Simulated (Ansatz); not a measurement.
A nudged elastic band was laid between two geometries of AlH3O + H4Si (10 atoms, charge 0, multiplicity 1).

Level of theory: Ansatz, RKS r2SCAN-D4/def2-SVP.

* movable images: 7
* climbing image: yes
* spring: 5.0 eV/Å²
* optimiser: quadratic models (default)
* start path: through a guess of the saddle point
* force threshold: 0.05 eV/Å
* iteration limit: 60
* end points: relaxed

Initial state:

```xyz
10
Properties=species:S:1:pos:R:3
Al 0.048 -0.145 0.375
O -0.279 -1.231 1.657
H -1.148 -1.448 2.004
H 1.557 -0.087 -0.097
H -1.147 0.514 -0.453
Si 0.124 2.969 1.040
H 1.007 3.822 1.883
H 0.570 2.967 -0.378
H -1.302 3.371 1.170
H 0.256 1.563 1.578
```

Final state:

```xyz
10
Properties=species:S:1:pos:R:3
Al 0.167 0.441 -0.001
O -0.222 -0.377 1.818
H -1.129 -0.261 2.142
H 1.632 -0.154 -0.226
H -1.087 -0.181 -0.774
Si 0.018 2.815 0.670
H 0.932 3.119 1.831
H 0.359 3.820 -0.391
H -1.354 3.190 1.170
H 0.369 -0.117 2.541
```

(1) What changes between the two ends?

(2) Give the energies along the band, and the barrier.

(3) What is the geometry of the highest image?

(4) What are the harmonic wavenumbers there?

## Answers

(1) Bonds broken: Si6–H10. Bonds formed: Al1–Si6, O2–H10. AlH3O + H4Si becomes AlH7OSi.

(2) It converged. The highest image is number 4 of 0 to 8, 1.28 eV above the first end and 0.82 eV above the last; the last end lies 0.45 eV above the first. A vibrational analysis at the climbing image gives one clearly imaginary mode, 1174i cm⁻¹: a first-order saddle point. The orbitals stay closed-shell, which can raise the energy where a bond breaks towards radicals; this wasn't checked here.

| image | path coordinate (Å) | energy (eV) | Si6–H10 (Å) | Al1–Si6 (Å) | O2–H10 (Å) |
| --- | --- | --- | --- | --- | --- |
| 0 | 0.00 | 0.00 | 1.51 | 3.19 | 2.85 |
| 1 | 0.59 | 0.01 | 1.51 | 3.23 | 2.72 |
| 2 | 1.18 | 0.06 | 1.51 | 3.16 | 2.43 |
| 3 | 1.78 | 0.41 | 1.55 | 2.91 | 1.93 |
| 4 | 2.37 | 1.28 | 1.90 | 2.64 | 1.27 |
| 5 | 2.98 | 0.81 | 2.42 | 2.50 | 0.99 |
| 6 | 3.58 | 0.51 | 2.93 | 2.47 | 0.97 |
| 7 | 4.19 | 0.46 | 3.31 | 2.47 | 0.97 |
| 8 | 4.79 | 0.45 | 3.50 | 2.47 | 0.97 |

(3) 
```xyz
10
Properties=species:S:1:pos:R:3
Al 0.192 0.193 0.116
O -0.199 -0.370 1.857
H -1.090 -0.677 2.083
H 1.714 -0.011 -0.261
H -1.045 0.042 -0.869
Si 0.052 2.651 1.082
H 1.155 3.227 1.910
H 0.340 3.020 -0.351
H -1.238 3.324 1.437
H -0.195 0.897 1.775
```

(4) 1174i, 117, 208, 266, 341, 356, 423, 457, 497, 615, 661, 713, 764, 865, 910, 929, 1141, 1615, 1930, 1959, 2148, 2204, 2219, 3817 cm⁻¹.

Run time: 3.4 min on 2 threads of Intel(R) Xeon(R) 6975P-C (Granite Rapids), on a shared host, peak memory 0.16 GiB.
